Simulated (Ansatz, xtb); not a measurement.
# CH6OSi: which of two isomers lies lower

Structure X is `C[SiH2]O`, a singlet and structure Y is `CO[SiH3]`, a singlet. Both are isolated molecules in the gas phase, relaxed with B3LYP-D4/def2-TZVP; the shapes shown needn't be the lowest conformers.

X (Å):

```xyz
9

C     0.7389   -0.5434   -0.6624
O    -1.3289    0.8994    0.8360
Si   -0.7495   -0.6074    0.4655
H     0.4898   -0.1001   -1.6296
H     1.1186   -1.5517   -0.8485
H    -1.7596    1.4090    0.1461
H     1.5440    0.0446   -0.2170
H    -1.8097   -1.4267   -0.1804
H    -0.3892   -1.2086    1.7677
```

Y (Å):

```
atom    x (Å)    y (Å)    z (Å)
   C  -0.5019  -1.3842  -1.1291
   O  -0.1258  -0.1711  -1.7603
  Si   1.1684   0.7351  -1.3007
   H  -1.3884  -1.7674  -1.6340
   H   0.2930  -2.1338  -1.2004
   H  -0.7420  -1.2260  -0.0725
   H   2.4294  -0.0432  -1.4120
   H   1.0313   1.1814   0.1101
   H   1.2049   1.9010  -2.2052
```

Quicker runs give these differences E(Y) − E(X): GFN2-xTB −1.6 kcal/mol; HF/STO-3G +11.2 kcal/mol (at GFN2-xTB geometries); r2SCAN-D4/def2-SVP +21.9 kcal/mol (at GFN2-xTB geometries).

Which of the two would you expect CCSD(T)/def2-TZVP electronic energies to favour?

Structure X; the calculation gives E(Y) − E(X) = +22.3 kcal/mol.

How the difference moves with the method:

```json
{"level": "GFN2-xTB", "geometry": "GFN2-xTB", "E(Y) − E(X) (kcal/mol)": "−1.6", "departure from the last row (kcal/mol)": "−23.9", "job, with rough time for the two": "optimisation, 0.45 s"}
{"level": "HF/STO-3G", "geometry": "GFN2-xTB", "E(Y) − E(X) (kcal/mol)": "+11.2", "departure from the last row (kcal/mol)": "−11.1", "job, with rough time for the two": "single point, 0.65 s"}
{"level": "r2SCAN-D4/def2-SVP", "geometry": "GFN2-xTB", "E(Y) − E(X) (kcal/mol)": "+21.9", "departure from the last row (kcal/mol)": "−0.4", "job, with rough time for the two": "single point, 4 s"}
{"level": "B3LYP-D4/def2-TZVP", "geometry": "B3LYP-D4/def2-TZVP", "E(Y) − E(X) (kcal/mol)": "+21.6", "departure from the last row (kcal/mol)": "−0.7", "job, with rough time for the two": "optimisation, 66 s"}
{"level": "HF/def2-TZVP", "geometry": "B3LYP-D4/def2-TZVP", "E(Y) − E(X) (kcal/mol)": "+19.7", "departure from the last row (kcal/mol)": "−2.6", "job, with rough time for the two": "part of the CCSD(T) run"}
{"level": "MP2/def2-TZVP", "geometry": "B3LYP-D4/def2-TZVP", "E(Y) − E(X) (kcal/mol)": "+24.0", "departure from the last row (kcal/mol)": "+1.7", "job, with rough time for the two": "part of the CCSD(T) run"}
{"level": "CCSD(T)/def2-TZVP", "geometry": "B3LYP-D4/def2-TZVP", "E(Y) − E(X) (kcal/mol)": "+22.3", "departure from the last row (kcal/mol)": "", "job, with rough time for the two": "single point, 34 s"}
```

As drawn, Y has 1 C–O, 1 Si–H in place of 1 C–Si, 1 O–H.

GFN2-xTB puts the two in the other order. The largest departure from CCSD(T)/def2-TZVP is that of GFN2-xTB, 23.9 kcal/mol.

With harmonic frequencies from B3LYP-D4/def2-TZVP (ideal gas, rigid rotor, one conformer each, 1000 K, 1 atm): on the last row, ΔE + ΔZPE = +22.1, ΔH = +21.2, ΔG = +22.6 kcal/mol.

The correlated steps freeze 7 core orbitals. Mirror images aren't counted in ΔG. Run with Ansatz 0.2.0, xtb 6.7.1; the last row on 2 threads of Intel(R) Xeon(R) Processor @ 2.50GHz (Skylake/Cascade Lake) on a shared host.
